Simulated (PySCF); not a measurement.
# C3H8N: the cost of one run

Computed with PySCF 2.14.0, with density-fitted response routines of our own, on a single molecule, in the gas phase or a continuum. Atoms count from 0, in the outputs and in this text.

## 1. The starting structure

12 atoms, charge 1, multiplicity 1; geometry from: GFN2-xTB. The atoms were then displaced at random by about 0.01 Å, so the start is not that level's minimum.

Bonds of the start (Å): C0–N1 1.25, N1–C2 1.42, N1–C3 1.42, C0–H4 1.11, C0–H5 1.08, C2–H6 1.09, C2–H7 1.11, C2–H8 1.08, C3–H9 1.12, C3–H10 1.06, C3–H11 1.10.

## 2. Optimising the geometry at PBE0-D3(BJ)/def2-SVP

What the job is given:

```
{"job": {"xc": "PBE0", "basis": "def2-SVP", "d3": "d3bj", "grid": 1, "shake": 0.01, "kind": "geom"}, "charge": 1, "multiplicity": 1}
C     -0.576870     0.955220     0.937680
N     -0.092560     0.137760     0.131950
C      1.242740    -0.332790     0.257780
C     -0.779210    -0.406950    -0.979570
H     -1.619560     1.313650     0.799800
H     -0.031490     1.385260     1.759010
H      1.277430    -1.417560     0.385020
H      1.777910     0.126290     1.116020
H      1.826370    -0.093570    -0.618790
H     -1.828080    -0.018020    -1.016350
H     -0.304130    -0.182330    -1.900590
H     -0.852860    -1.495220    -0.880990
```

Launch:

```console
OMP_NUM_THREADS=1 python probes_run.py task.json out
```

This one command runs all jobs of the session in turn.

**Question.** How long does this first job take on 1 thread of Intel Xeon Platinum 8259CL at 2.50GHz, shared host, and how much memory does it need?

About 18 s, with a peak of 0.41 GiB.
